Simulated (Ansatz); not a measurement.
Grey tin (α-Sn), treated with Hartree–Fock (PAW; Ansatz, a first-principles code).

Settings: plane-wave cutoff 460 eV, 8×8×8 k mesh, Fermi–Dirac smearing 0.01 eV, scalar-relativistic PAW data made under PBE.

The cell has the measured lattice: a = b = c = 6.4830 Å, α = β = γ = 90.00°.

Q: Estimate the band gap, smallest direct gap on the k points sampled and width of the whole s-p valence band that the calculation returns.

A: 
- band gap = 4.87 eV (on the SCF k mesh)
- smallest direct gap on the k points sampled = 4.93 eV
- width of the whole s-p valence band = 15.30 eV

Measured, for comparison: band gap 0 eV (temperature not stated, no zero-point or thermal correction; as tabulated in Das et al. (2018), arXiv:1807.05623).

Note: cell and atoms aren't relaxed at this level (pressure 3.3 GPa).

Spin–orbit coupling is not included.

It cost around 110 core-seconds (rough) of CPU time.
